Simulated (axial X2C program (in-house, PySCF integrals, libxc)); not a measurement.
**Excited states of CS by EOM-EE-CCSD**

Computed with an in-house all-electron X2C program for linear molecules (integrals from PySCF): two-component X2C with atomic mean-field Coulomb and Gaunt terms, Gaussian nuclei, basis S dyall-av3z, C dyall-av3z with contracted cores.

R = 1.535 Å (near the PBE0 minimum at charge 0 of the determinant lowest at the starting distance; the state shown can have its own minimum elsewhere).

Hartree–Fock spinors of CS (one of each Kramers pair; a window near the gap, which can cut inner shells):

```
  ω  occupied  ε (eV)                  character
1/2       yes  -30.04  41% S s, 27% C s, 17% C p
1/2       yes  -18.89  40% S p, 22% S s, 22% C s
1/2       yes  -12.80  51% C p, 19% C s, 18% S p
1/2       yes  -12.61   58% S p, 30% C p, 8% C d
3/2       yes  -12.57   57% S p, 30% C p, 8% C d
1/2        no    1.19  41% C p, 40% S p, 16% C s
1/2        no    1.26  48% C p, 23% S d, 14% S p
3/2        no    1.26  47% C p, 23% S d, 15% S p
3/2        no    1.64   70% C p, 25% S p, 4% S d
1/2        no    1.65   70% C p, 25% S p, 4% S d
1/2        no    1.81  40% C s, 40% C p, 16% S s
```

Vertical excitation energies from the closed-shell determinant state of CS:

```csv
Ω,excitation (eV),cm⁻¹,hole of the leading pair,particle of the leading pair,weight of the pair (for Ω = 0 its time-reversed partner can hold as much again),singles weight
0⁻,3.532,28487,"52% C pσ, 24% C sσ, 13% S pσ","51% C pπ, 17% S dπ, 17% S pπ",0.47,0.94
0⁺,3.532,28488,"52% C pσ, 24% C sσ, 13% S pσ","51% C pπ, 17% S dπ, 17% S pπ",0.47,0.94
1,3.548,28616,"52% C pσ, 24% C sσ, 13% S pσ","51% C pπ, 17% S dπ, 17% S pπ",0.48,0.94
2,3.564,28746,"52% C pσ, 24% C sσ, 13% S pσ","51% C pπ, 17% S pπ, 17% S dπ",0.94,0.94
1,4.366,35212,"57% S pπ, 30% C pπ, 8% C dπ","47% C pπ, 22% S dπ, 19% S pπ",0.50,0.96
0⁻,4.367,35219,"57% S pπ, 30% C pπ, 8% C dπ","47% C pπ, 21% S dπ, 19% S pπ",0.24,0.96
1,5.035,40611,"47% C pσ, 16% S pσ, 15% C sσ","47% C pπ, 22% S dπ, 18% S pπ",0.49,0.93
3,5.058,40795,"57% S pπ, 30% C pπ, 8% C dπ","47% C pπ, 22% S dπ, 19% S pπ",0.95,0.95
2,5.068,40874,"57% S pπ, 30% C pπ, 8% C dπ","47% C pπ, 22% S dπ, 18% S pπ",0.51,0.95
1,5.083,40996,"56% S pπ, 28% C pπ, 7% C dπ","47% C pπ, 22% S dπ, 18% S pπ",0.92,0.95
```

This point took 18 s on 1 thread of AMD EPYC 7B13 (Zen 3), on a shared host.

Reference electrons by ω block (each with its −ω partner): 1/2: 9, 3/2: 2. 10 electrons of CS correlated (inner shells frozen), 88 natural virtual spinors (a truncated set); levels can be off by some tenths of an eV. Roots sought by Ω: (0: 5, 1: 4, 2: 3, 3: 1); rows need 60 % singles weight and stop where some Ω has no more roots. Missing are any skipped roots, higher Ω and states of a further excitation; these come out far too high here and may in truth be low or lowest. T1 of the reference 0.024 (Lee–Taylor). Number of frozen shells: S 2 s, 1 p; C 1 s.
